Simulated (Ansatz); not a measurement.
C₄H₅F (`CCC#CF`). Total charge 0; spin multiplicity 1.

```xyz
10

C    -0.1505   -0.8331   -1.0384
C    -0.5505    0.4029   -0.2388
C     0.2730    0.6030    0.9466
C     0.9631    0.7435    1.9119
F     1.6952    0.9020    2.9460
H     0.8843   -0.7582   -1.3769
H    -0.2408   -1.7347   -0.4302
H    -0.7921   -0.9438   -1.9150
H    -0.4829    1.2934   -0.8720
H    -1.5989    0.3248    0.0668
```

Task: List the harmonic frequencies (cm⁻¹, unscaled) at PBE0-D4/def2-TZVP in Ansatz. (Estimate.)

Result: Ansatz gave: 136, 186, 286, 361, 404, 493, 732, 783, 995, 1091, 1104, 1275, 1289, 1372, 1404, 1472, 1487, 1498, 2461, 3048, 3059, 3080, 3137, 3141.

Task: Is this a minimum?

Result: Yes, all 24 modes are real.

Task: Give the ideal-gas thermochemistry at 298.15 K and 1 bar (rigid rotor, harmonic oscillator; point group Cs, symmetry number 1).

Result: Zero-point energy 205.1 kJ/mol; H(298) − E = 222.7 kJ/mol; entropy 312.1 J/(mol·K), of which translation 162.2, rotation 107.1, vibration 42.7; G(298) − E = 129.6 kJ/mol.
